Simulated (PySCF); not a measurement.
# H4N2: the cost of one run

Program: PySCF 2.14.0. Level of theory: levels as typed in each script, gas phase, geometry from GFN2-xTB. These are calculated values, not measurements.

### 1 The starting structure

SMILES `NN`, 6 atoms, charge 0, spin multiplicity 1.

Bond lengths: N1–N2 1.466 Å, N1–H3 1.020 Å, N1–H4 1.019 Å, N2–H5 1.020 Å, N2–H6 1.019 Å. Angles: N2–N1–H3 105.6°, N2–N1–H4 105.6°, H3–N1–H4 106.1°, N1–N2–H5 105.6°, N1–N2–H6 105.6°, H5–N2–H6 106.1°.

Geometry (Å):

```xyz
6
H4N2
N     0.7184    0.0000   -0.1464
N    -0.7184    0.0000    0.1464
H     1.0962    0.8149    0.3359
H     1.0962   -0.8148    0.3359
H    -1.0962    0.8149   -0.3359
H    -1.0962   -0.8148   -0.3359
```

### 2 Response to an electric field (TPSS/6-311+g**)

input.py

```python
import numpy as np
from pyscf import gto, scf, dft
from pyscf.scf import atom_ks, atom_hf
from scipy.linalg import block_diag

def solve(mol, dm0=None, hcore=None):
    mf = (dft.UKS if mol.spin else dft.RKS)(mol, xc='tpss')
    mf.grids.level = 3
    mf = mf.density_fit(auxbasis='def2-universal-jkfit')
    mf.conv_tol, mf.max_cycle = 1e-8, 80
    if hcore is not None:
        mf.get_hcore = lambda *args: hcore
    mf.kernel(dm0)
    if not mf.converged:
        mf = mf.newton().run(mf.mo_coeff, mf.mo_occ, max_cycle=30)
    assert mf.converged, 'SCF not converged'
    return mf

mol = gto.M(atom='''
N      0.71839    -0.00001    -0.14643
N     -0.71839    -0.00001     0.14643
H      1.09620     0.81489     0.33586
H      1.09620    -0.81485     0.33586
H     -1.09620     0.81489    -0.33586
H     -1.09620    -0.81485    -0.33586
''', basis='6-311+g**', charge=0, spin=0, verbose=4)
field = np.array([-0.0, -0.0, -0.004])  # atomic units
mol.set_common_orig(mol.atom_charges() @ mol.atom_coords() / mol.atom_charges().sum())
mf = solve(mol)
out = dict(dm0=mf.make_rdm1(), d0=mf.dip_moment(unit='AU'), e0=mf.e_tot)
for name, sign in (('p', 1), ('m', -1)):
    h = mf.get_hcore() + sign * np.einsum('x,xij->ij', field, mol.intor('int1e_r'))
    mi = solve(mol, mf.make_rdm1(), h)
    out.update({'dm' + name: mi.make_rdm1(), 'd' + name: mi.dip_moment(unit='AU'), 'e' + name: mi.e_tot})
# spherically averaged free atoms, for the promolecule
atm = atom_ks.get_atm_nrks(mol, xc='tpss')
pro = block_diag(*[(atm[a[0]][2] * atm[a[0]][3]) @ atm[a[0]][2].T for a in mol._atom])
np.savez('result.npz', pro=pro, **out)
```

On the command line:

```
$ OMP_NUM_THREADS=1 python input.py
```

What time and memory should one allow on 1 thread of Intel Xeon 6975P-C (Granite Rapids), shared host?

About 11 s, with a peak of 0.34 GiB.
